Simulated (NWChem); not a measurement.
# N2H (dinitrogen monohydride): UCCSD[T]/6-311G

What is the vertical doublet–quartet gap of N2H (dinitrogen monohydride) at UCCSD[T]/6-311G? 

The results are computed with NWChem 7.3.0.

1 further run of the same task is left out (set aside as unsound or not needed).

### 1 The system as given

The species is N2H (3 atoms), meant as a doublet with charge 0. As SMILES, `[N]=N`. Geometry: relaxed at GFN2-xTB.

Bond lengths: N1–N2 1.164 Å, N2–H3 1.037 Å. Angles: N1–N2–H3 124.8°.

### 2 A single-point energy at UCCSD[T]/6-311G

job.nw

```
start job
title "HN2"
memory total 2200 mb
charge 0

geometry noautosym nocenter
zmatrix
  N
  N 1 1.163614
  H 2 1.036967 1 124.81753
end
end

basis spherical
* library 6-311G
end

scf
doublet
uhf
thresh 1e-07
maxiter 60
direct
end

tce
scf
ccsd[t]
freeze core 2
maxiter 100
end

task tce energy
```

The run is started by

```console
$ nwchem job.nw > job.out
```

The log of the run:

```text
Northwest Computational Chemistry Package (NWChem) 7.3.0
             --------------------------------------------------------

           Job information
           ---------------

    nwchem branch   = 7.3.0
    use scalapack   = T
    input           = job.nw
    prefix          = job.
    data base       = ./job.db
    status          = startup
    nproc           =        1

           Memory information
           ------------------

    heap     =     72089600 doubles =      550.0 Mbytes
    stack    =     72089597 doubles =      550.0 Mbytes
    global   =    144179200 doubles =     1100.0 Mbytes (distinct from heap & stack)
    total    =    288358397 doubles =     2200.0 Mbytes
    verify   = yes
    hardfail = no

           Directory information
           ---------------------

  0 permanent = .
  0 scratch   = .

                                NWChem Input Module
                                -------------------

                                        HN2
                                        ---

 Scaling coordinates for geometry "geometry" by  1.889725989
 (inverse scale =  0.529177249)

                             Geometry "geometry" -> ""
                             -------------------------

 Output coordinates in angstroms (scale by  1.889725989 to convert to a.u.)

  No.       Tag          Charge          X              Y              Z
 ---- ---------------- ---------- -------------- -------------- --------------
    1 N                    7.0000     0.00000000     0.00000000     0.00000000
    2 N                    7.0000     0.00000000     0.00000000     1.16361400
    3 H                    1.0000     0.85132352     0.00000000     1.75568563

      Atomic Mass
      -----------

      N                 14.003070
      H                  1.007825

 Effective nuclear repulsion energy (a.u.)      27.7543809485

            Nuclear Dipole moment (a.u.)
            ----------------------------
        X                 Y               Z
 ---------------- ---------------- ----------------
     1.6087681876     0.0000000000    18.7101460811

                                Z-matrix (user)
                                --------

 Units are Angstrom for bonds and degrees for angles

      Type          Name      I     J     K     L     M      Value
      ----------- --------  ----- ----- ----- ----- ----- ----------
    1 Stretch                  2     1                       1.16361
    2 Stretch                  3     2                       1.03697
    3 Bend                     3     2     1               124.81753

            XYZ format geometry
            -------------------
     3
 geometry
 N                     0.00000000     0.00000000     0.00000000
 N                     0.00000000     0.00000000     1.16361400
 H                     0.85132352     0.00000000     1.75568563

 ==============================================================================
                                internuclear distances
 ------------------------------------------------------------------------------
       center one      |      center two      | atomic units |  angstroms
 ------------------------------------------------------------------------------
    2 N                |   1 N                |     2.19891  |     1.16361
    3 H                |   2 N                |     1.95958  |     1.03697
 ------------------------------------------------------------------------------
                         number of included internuclear distances:          2
 ==============================================================================

 ==============================================================================
                                 internuclear angles
 ------------------------------------------------------------------------------
        center 1       |       center 2       |       center 3       |  degrees
 ------------------------------------------------------------------------------
    1 N                |   2 N                |   3 H                |   124.82
 ------------------------------------------------------------------------------
                            number of included internuclear angles:          1
 ==============================================================================

 Summary of "ao basis" -> "" (spherical)
 ------------------------------------------------------------------------------
       Tag                 Description            Shells   Functions and Types
 ---------------- ------------------------------  ------  ---------------------
 *                           6-311G                   on all atoms

                      Basis "ao basis" -> "ao basis" (spherical)
                      -----
  [basis functions not shown]

 Summary of "ao basis" -> "ao basis" (spherical)
 ------------------------------------------------------------------------------
       Tag                 Description            Shells   Functions and Types
 ---------------- ------------------------------  ------  ---------------------
 N                           6-311G                  7       13   4s3p
 H                           6-311G                  3        3   3s

                                 NWChem SCF Module
                                 -----------------

                                        HN2

  ao basis        = "ao basis"
  functions       =    29
  atoms           =     3
  alpha electrons =     8
  beta  electrons =     7
  charge          =   0.00
  wavefunction    = UHF
  input vectors   = atomic
  output vectors  = ./job.movecs
  use symmetry    = F
  symmetry adapt  = F

[... 26 lines left out ...]
         Quadratically convergent UHF
[... 1 line left out ...]
 Convergence threshold     :          1.000E-07
[... 13 lines left out ...]
       Final UHF  results
[... 2 lines left out ...]
         Total SCF energy =   -109.387827888557
      One electron energy =   -202.983639380733
      Two electron energy =     65.841430543716
 Nuclear repulsion energy =     27.754380948459
[... 7 lines left out ...]
          Final alpha eigenvalues
[... 22 lines left out ...]
          Final beta eigenvalues
[... 22 lines left out ...]
                    UHF Final Alpha Molecular Orbital Analysis
[... 139 lines left out ...]
                     UHF Final Beta Molecular Orbital Analysis
[... 185 lines left out ...]
    Atom       Charge   Shell Charges
 -----------   ------   -------------------------------------------------------
    1 N    7     1.26  -0.00 -0.00  0.27  0.06  0.58  0.07  0.29
    2 N    7    -0.45   0.00 -0.00 -0.06 -0.00 -0.17 -0.04 -0.18
    3 H    1     0.19   0.05  0.13  0.01

       Multipole analysis of the density wrt the origin
       ------------------------------------------------

     L   x y z        total         alpha         beta         nuclear
     -   - - -        -----         -----         ----         -------
     0   0 0 0     -0.000000     -8.000000     -7.000000     15.000000

     1   1 0 0      0.739491     -0.529911     -0.339366      1.608768
[... 8 lines of this table left out ...]
     2   0 0 2     -7.738098    -26.906749    -25.685398     44.854049

                   NWChem Extensible Many-Electron Theory Module
                   ---------------------------------------------

              ======================================================
                   This portion of the program was automatically
                  generated by a Tensor Contraction Engine (TCE).
                  The development of this portion of the program
                 and TCE was supported by US Department of Energy,
                Office of Science, Office of Basic Energy Science.
                      TCE is a product of Battelle and PNNL.
              ======================================================

                                        HN2

            General Information
            -------------------
      Number of processors :     1
         Wavefunction type : Unrestricted Hartree-Fock
          No. of electrons :    15
           Alpha electrons :     8
            Beta electrons :     7
           No. of orbitals :    58
            Alpha orbitals :    29
             Beta orbitals :    29
        Alpha frozen cores :     2
         Beta frozen cores :     2
     Alpha frozen virtuals :     0
      Beta frozen virtuals :     0
         Spin multiplicity : doublet
    Number of AO functions :    29
       Number of AO shells :    17
        Use of symmetry is : off
      Symmetry adaption is : off
         Schwarz screening : 0.10D-09

          Correlation Information
          -----------------------
          Calculation type : Coupled-cluster singles & doubles w/ perturbation
   Perturbative correction : [T] or +T(CCSD)
            Max iterations :      100
        Residual threshold : 0.10D-06
     T(0) DIIS level shift : 0.00D+00
     L(0) DIIS level shift : 0.00D+00
     T(1) DIIS level shift : 0.00D+00
     L(1) DIIS level shift : 0.00D+00
     T(R) DIIS level shift : 0.00D+00
     T(I) DIIS level shift : 0.00D+00
   CC-T/L Amplitude update :  5-th order DIIS
                I/O scheme : Global Array Library
        L-threshold :  0.10D-06
        EOM-threshold :  0.10D-06
 no EOMCCSD initial starts read in
 TCE RESTART OPTIONS
 READ_INT:   F
 WRITE_INT:  F
 READ_TA:    F
 WRITE_TA:   F
 READ_XA:    F
 WRITE_XA:   F
 READ_IN3:   F
 WRITE_IN3:  F
 SLICE:      F
 D4D5:       F
 quantumc:   F
 qrotation:  F
 pwtce:      F
 qducc:      F
 nacto:                         0
 nrotv:                         0
 nrot:                          0

            Memory Information
            ------------------
          Available GA space size is     144177518 doubles
          Available MA space size is     144177468 doubles

 Maximum block size        24 doubles

 tile_dim =     22

 Block   Spin    Irrep     Size     Offset   Alpha
 -------------------------------------------------
   1    alpha     a      6 doubles       0       1
   2    beta      a      5 doubles       6       2
   3    alpha     a     21 doubles      11       3
   4    beta      a     22 doubles      32       4

 Global array virtual files algorithm will be used

 Parallel file system coherency ......... OK

 Fock matrix recomputed
 1-e file size   =             1458
 1-e file name   = ./job.f1

 tce_ao2e: fast2e=1
 half-transformed integrals in memory

 2-e (intermediate) file size =         1640791
 2-e (intermediate) file name = ./job.v2i

 tce_mo2e: fast2e=1
 2-e integrals stored in memory

 2-e file size   =          1278211
 2-e file name   = ./job.v2
 T1-number-of-tasks                    2

 t1 file size   =              236
 t1 file name   = ./job.t1
 t1 file handle =       -998
 T2-number-of-boxes                    3

 t2 file size   =            41836
 t2 file name   = ./job.t2
 t2 file handle =       -995
CCSD iterations
 ---------------------------------------------------------
 Iter          Residuum       Correlation     Cpu    Wall
 ---------------------------------------------------------
NEW TASK SCHEDULING
CCSD_T1_NTS --- OK
CCSD_T2_NTS --- OK
    1   0.1298332175998  -0.2083122464324     0.0     0.0
    2   0.0503212068411  -0.2136191325781     0.0     0.0
    3   0.0259507535003  -0.2210231678157     0.0     0.0
    4   0.0165685007307  -0.2237459177904     0.0     0.0
    5   0.0110001658839  -0.2256716528734     0.0     0.0
 MICROCYCLE DIIS UPDATE:                    5                    5
    6   0.0033580629374  -0.2291704300968     0.0     0.0
    7   0.0020187001701  -0.2292112470952     0.0     0.0
    8   0.0013041087996  -0.2293175878148     0.0     0.0
    9   0.0009458153872  -0.2293557559475     0.0     0.0
   10   0.0006877915279  -0.2293965983632     0.0     0.0
 MICROCYCLE DIIS UPDATE:                   10                    5
   11   0.0001297623910  -0.2295030228709     0.0     0.0
   12   0.0000619355025  -0.2295077411215     0.0     0.0
   13   0.0000417644368  -0.2295107656351     0.0     0.0
   14   0.0000294857054  -0.2295120238519     0.0     0.0
   15   0.0000216016965  -0.2295127710403     0.0     0.0
 MICROCYCLE DIIS UPDATE:                   15                    5
   16   0.0000051307059  -0.2295141131791     0.0     0.0
   17   0.0000029496533  -0.2295143263168     0.0     0.0
   18   0.0000020159170  -0.2295143935811     0.0     0.0
   19   0.0000014496986  -0.2295144229936     0.0     0.0
   20   0.0000010668009  -0.2295144499837     0.0     0.0
 MICROCYCLE DIIS UPDATE:                   20                    5
   21   0.0000002218743  -0.2295145264352     0.0     0.0
   22   0.0000001130705  -0.2295145287196     0.0     0.0
   23   0.0000000762924  -0.2295145366578     0.0     0.0
 -----------------------------------------------------------------
 Iterations converged
 CCSD correlation energy / hartree =        -0.229514536657832
 CCSD total energy / hartree       =      -109.617342425215298

 Singles contributions
     9a   (alpha) ---     7a   (alpha)        0.1254938524
     9a   (beta ) ---     6a   (beta )        0.1208898316

 Doubles contributions
     9a   (alpha)     9a   (beta ) ---     7a   (alpha)     6a   (beta )        0.1362820886
 CCSD(T)
 Using plain CCSD(T) code
             total no. of tasks            4
 total no. of tasks / no. procs            4
                         wl_min      1331000          10.5
                         wl_max      2000376          11.2
        thresh for no. of tasks            4

 CCSD[T]  correction energy / hartree =        -0.010534018677095
 CCSD[T] correlation energy / hartree =        -0.240048555334928
 CCSD[T] total energy / hartree       =      -109.627876443892390
 CCSD(T)  correction energy / hartree =        -0.008798593228963
 CCSD(T) correlation energy / hartree =        -0.238313129886796
 CCSD(T) total energy / hartree       =      -109.626141018444258

 Task  times  cpu:        1.3s     wall:        1.3s
 Total times  cpu:        1.4s     wall:        1.4s
```

It took 1.9 s on 1 thread of AMD EPYC 9R45 (Zen 5), shared host; peak memory 0.14 GiB.

[end of part 1 of 2]
